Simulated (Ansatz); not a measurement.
Relaxation of C₃H₈N₂ (13 atoms, charge 0, multiplicity 1), to a largest force component of 0.015 eV/Å in at most 40 steps.

All numbers below come from RKS PBE-D4/def2-mTZVP (Ansatz 0.2.0).

```xyz
13
Properties=species:S:1:pos:R:3:forces:R:3
C 0.157 0.723 1.728 -2.95 1.16 -0.94
C -0.197 0.343 0.479 -0.19 0.45 0.74
N 0.611 -0.432 -0.392 -0.69 0.37 2.01
C -1.605 0.823 -0.016 4.02 0.35 -3.12
N -1.742 0.415 -1.469 0.72 -0.80 1.21
H 1.049 0.523 2.187 2.42 -0.65 1.12
H -0.546 1.399 2.284 0.54 -0.67 -0.32
H 0.316 -0.197 -1.313 0.42 0.24 -1.50
H 1.603 -0.301 -0.149 -0.37 -0.13 -0.62
H -1.582 1.927 0.021 -0.30 -0.25 0.07
H -2.334 0.414 0.561 -2.40 -1.11 2.09
H -2.668 0.717 -1.722 -0.73 -0.07 -0.65
H -1.714 -0.642 -1.481 -0.48 1.11 -0.10
```

Question: Where does it end, and by what steps?

Answer: The forces met the threshold. After 14 steps the energy has fallen by 0.629 eV; H13 moved furthest, 0.61 Å.

```tsv
step	energy less start (eV)	largest force component (eV/Å)	accepted
0	0.0000	4.017	yes
1	-0.4674	1.244	yes
2	-0.4945	1.346	yes
3	-0.5808	0.318	yes
4	-0.5907	0.165	yes
5	-0.5945	0.268	yes
6	-0.6075	0.241	yes
7	-0.6147	0.314	yes
8	-0.6208	0.185	yes
9	-0.6217	0.310	yes
10	-0.6270	0.102	yes
11	-0.6265	0.108	no
12	-0.6283	0.046	yes
13	-0.6287	0.034	yes
14	-0.6289	0.012	yes
```

```xyz
13
Properties=species:S:1:pos:R:3
C 0.052 0.558 1.798
C -0.178 0.438 0.474
N 0.703 -0.103 -0.447
C -1.483 0.910 -0.142
N -1.832 0.120 -1.333
H 1.006 0.281 2.251
H -0.722 0.946 2.460
H 0.454 0.044 -1.424
H 1.695 -0.080 -0.226
H -1.344 1.952 -0.482
H -2.257 0.932 0.647
H -2.639 0.538 -1.803
H -2.108 -0.827 -1.055
```

Whether the end is a true minimum wasn't checked by a vibrational analysis.

Run time: 12 s on 2 threads of AMD EPYC 9R45 96-Core Processor (Zen 5), with other jobs on the host, peak memory 0.25 GiB.
